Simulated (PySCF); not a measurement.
Results of EOM-CCSD (GTH pseudopotentials, Gaussian basis, TZ basis; PySCF) for diamond.

The same calculation (at the measured cell, 5.673 Å³/atom) with different numerical settings; throughout: k mesh 2×2×2:

| run | orbitals correlated | gap over the k-points evaluated (eV) | rough time |
|---|---|---|---|
| 1 | 14 | 4.695 | 9 core-min |
| 2 | 27 | 4.704 | 80 core-min |
| 3 | 40 | … | 5 core-h |

Some entries are withheld; supply them.


- 3, gap over the k-points evaluated (eV): 4.755

In the column gap over the k-points evaluated (eV) the first row differs from the last by -0.060 and the next to last by -0.051.

The last row is no converged limit: other settings stay fixed.
